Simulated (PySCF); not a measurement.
**Complete the spectrum of C5H9N**

C5H9N.
Z-matrix (Å and degrees, PBE0-D3(BJ)/def2-SVP geometry), rows numbered from 1:
```
C 
C   1  1.5206
C   2  1.5122  1  114.91
N   3  1.2688  2  116.80  1   138.29
C   4  1.4584  3  108.32  2     0.02
C   2  1.5357  1  115.86  3   116.13
H   1  1.1013  2  111.43  3    59.74
H   1  1.1018  2  110.88  3   -60.39
H   1  1.1006  2  111.17  3   179.68
H   2  1.1087  1  108.40  3  -119.60
H   3  1.1002  2  122.41  1   -43.56
H   5  1.1014  4  110.10  3  -137.51
H   5  1.1053  4  107.94  3   107.05
H   6  1.0994  2  113.46  1    92.77
H   6  1.1030  2  109.13  1   -26.97
```

Level of theory: PySCF 2.14.0, density-fitted response routines, TDDFT wB97X-D/def2-SVPD, vertical, gas phase, core orbitals frozen in the response.

Lowest singlets, with some entries withheld (?).

| state | ν̃ (cm⁻¹) | f | main configurations (H = HOMO, L = LUMO) |
| --- | --- | --- | --- |
| S1 | 43470 | 0.0022 | H→L (92%) |
| S2 | 59200 | 0.191 | H-1→L (91%) |
| S3 | 61410 | 0.0085 | H→L+1 (76%), H→L+2 (11%) |
| S4 | ? | 0.0035 | H-1→L+1 (79%), H-1→L+2 (12%) |
| S5 | ? | 0.0003 | H-3→L (65%), H-2→L (12%), H-4→L (11%) |
| S6 | ? | 0.022 | H-2→L (70%), H→L+2 (11%), H-3→L (10%) |

**Question.** Supply the missing values.

**Answer.** 
- S4: ν̃ = 65390 cm⁻¹
- S5: ν̃ = 67700 cm⁻¹
- S6: ν̃ = 68180 cm⁻¹

**Question.** How far apart are S2 and S6, in eV and cm⁻¹?

**Answer.** 8.454 − 7.339 = 1.115 eV, or about 8990 cm⁻¹.

**Question.** What is the mean static polarisability from the same response equations?

**Answer.** 64.3 au (9.53 Å³), with principal values 53.5, 62.8 and 76.6 au.

One conformer stands for the species.
